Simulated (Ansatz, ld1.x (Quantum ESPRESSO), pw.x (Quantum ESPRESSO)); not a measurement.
potassium: one change to the TM potential, in the atom and in the fcc crystal

potassium, norm-conserving Troullier–Martins (Kleinman–Bylander form), made with ld1.x (Quantum ESPRESSO) 7.5 (LDA (PW92), scalar-relativistic). Core [Ar], reference 4s1 4p0. Waves: 4p (bound, empty): rc 4.15 bohr; 3d channel at 0.2 Ry: rc 3.65 bohr; 4s (bound): rc 2.75 bohr. Local part: the s channel. Core correction: none.

Change: core correction a·sin(br)/r model core inside 3.06 bohr.

Cutoffs, loose and tight: the cutoffs (Ry, on a coarse ladder) from which the occupation-weighted sum of valence levels, in a spherical-Bessel basis at the reference potential, stays within 10 and 1 mRy of its value at 400 Ry. They do not see the model core or the augmentation charge, which bear on the density cutoff. Test errors are all-electron minus pseudo excitation energies from the reference, over the configurations 4s0.5 4p0; 4s0 4p1 (two spin-polarised tests are not counted in the largest error); variants that change the core or the reference have their own tests.

Crystal test: fcc K in pw.x 7.5, no spin, 9³ k-points, Fermi–Dirac smearing 0.01 Ry, cutoffs set for each file from its atomic test. The reference is all-electron LAPW (Ansatz 0.2.0) with the same functional, mesh and smearing; V0 and B0 come from Birch–Murnaghan fits to the pressures at five volumes. Errors are pseudo minus all-electron; Δ is the rms difference of the E(V) curves that follow from these fits, minima aligned, over ±6 % about the mean V0. Mesh and smearing are coarse, so the numbers serve the comparison and aren't converged zero-temperature values; the lattice is a test structure that the element need not adopt.

All-electron: a0 = 6.368 Å (V0 = 64.55 Å³/atom), B0 = 4.4 GPa.

Does the change bring the crystal closer to the all-electron result?

The mean pressure error goes from -0.27 to +0.00 GPa, so the change moves the solid closer to the all-electron pressures.

| quantity | base | changed |
| --- | --- | --- |
| outcome (atom) | generated | generated |
| cutoff, loose (atom) | 6 Ry | 6 Ry |
| cutoff, tight (atom) | 10 Ry | 10 Ry |
| bound ghosts (atom) | none | none |
| largest test error (meV) (atom) | +52 | -5.7 |
| cutoffs in pw.x (Ry) | 35/140 | 50/200 |
| a0 (Å) | – | 6.370 |
| a0 error (%) | – | +0.04 |
| B0 error (%) | – | +0.7 |
| Δ (meV/atom) | – | 0.1 |
| mean pressure error (GPa) | -0.27 | +0.00 |

A dash: not determined, or the minimum lies outside the volumes sampled.

Base: This is a poor potential for the solid. The logarithmic derivative shows an extra or strongly shifted pseudo pole above the reference energy (s near 1.51 Ry). Changed file: The logarithmic derivative shows an extra or strongly shifted pseudo pole above the reference energy (s near 1.51 Ry). The atomic cutoffs weigh occupied waves only.
